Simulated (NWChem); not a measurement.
Species: CH4S cation, doublet; SMILES of the neutral closed-shell parent CS

```xyz
6

C      0.0191     1.1247     0.0000
S      0.0731    -0.6432     0.0000
H     -0.5335     1.4723     0.8947
H      1.0527     1.4961     0.0000
H     -0.5335     1.4723    -0.8947
H     -1.2692    -0.8978     0.0000
```
Atoms are numbered in this order, from 1.

Results from NWChem. Spin-unrestricted. Medium grid unless said otherwise, to which SCAN and Minnesota functionals are sensitive. All runs use the structure optimised with PBE0/def2-SVP, spin-unrestricted. This spin state was assumed; another may lie lower. No stability test was run on the SCF state. Total energies of different functionals are on different scales.

| level | energy (Ha) | highest occupied level (eV) | lowest empty minus highest occupied level, either spin (eV) | <S²> |
|---|---|---|---|---|
| B3LYP/def2-SVP | -438.2201 | -15.73 | 3.53 | 0.753 |
| PBE/def2-SVP | -437.9687 | -14.57 | 1.62 | 0.753 |
| M06-2X/def2-SVP | -438.1507 | -17.18 | 6.39 | 0.753 |
| CAM-B3LYP/def2-SVP | -438.1803 | -17.41 | 6.75 | 0.754 |
| B3PW91/def2-SVP | -438.1560 | -15.84 | 3.69 | 0.754 |
| B97-2/def2-SVP | -438.2183 | -15.77 | 3.61 | 0.754 |
| M05-2X/def2-SVP | -438.1795 | -17.37 | (withheld) | 0.754 |
| r2SCAN/def2-SVP | -438.1458 | -15.08 | 2.46 | 0.755 |

Q: Fill in the missing entries.

A: 
- M05-2X/def2-SVP, lowest empty minus highest occupied level, either spin (eV): 6.51
